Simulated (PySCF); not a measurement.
**Partners of ethylene**

Gas-phase complexes of ethylene, each in one structure from a short search with a few starts, optimised by PBE0-D3(BJ)/def2-SVPD or PBE0-D3(BJ)/def2-TZVPD; other ways of binding may lie lower. Energies in kcal/mol, wB97M-D3(BJ)/def2-TZVPD, counterpoise-corrected (PySCF): interaction is complex less parts frozen as they stand in it, binding adds what it costs to deform them. Contacts are written partner···ethylene; electrostatic, Pauli and orbital are terms of the uncorrected same energy, whose rest is dispersion or correlation.

Frequency runs check only 3 of the 6 structures; an imaginary mode is left, so that the point isn't a minimum, in the complex with carbon dioxide (18i cm⁻¹). 1 further partner within 0.25 kcal/mol of a listed one is not ranked.

**Question.** Order these partners of ethylene by binding energy, strongest first: K+, phosphine, chlorine, carbon dioxide, GaCl, hydronium.

**Answer.** hydronium (-21.9), K+ (-9.3), GaCl (-3.3), chlorine (-2.0), carbon dioxide (-1.7), phosphine (-1.2).
```json
{"partner": "hydronium", "contact": "H···C", "distance (Å)": "1.78", "binding": "-21.9", "interaction": "-28.4", "electrostatic": "-19.0", "Pauli": "28.6", "orbital": "-36.4"}
{"partner": "K+", "contact": "K···C", "distance (Å)": "3.20", "binding": "-9.3", "interaction": "-9.6", "electrostatic": "-8.2", "Pauli": "4.7", "orbital": "-5.7"}
{"partner": "GaCl", "contact": "Ga···C", "distance (Å)": "3.10", "binding": "-3.3", "interaction": "-3.5", "electrostatic": "-8.2", "Pauli": "11.0", "orbital": "-4.4"}
{"partner": "chlorine", "contact": "Cl···C", "distance (Å)": "2.93", "binding": "-2.0", "interaction": "-2.1", "electrostatic": "-7.8", "Pauli": "12.1", "orbital": "-5.1"}
{"partner": "carbon dioxide", "contact": "C···C", "distance (Å)": "3.38", "binding": "-1.7", "interaction": "-1.8", "electrostatic": "-2.1", "Pauli": "2.0", "orbital": "-0.5"}
{"partner": "phosphine", "contact": "P···H", "distance (Å)": "3.11", "binding": "-1.2", "interaction": "-1.2", "electrostatic": "-1.1", "Pauli": "1.4", "orbital": "-0.4"}
```
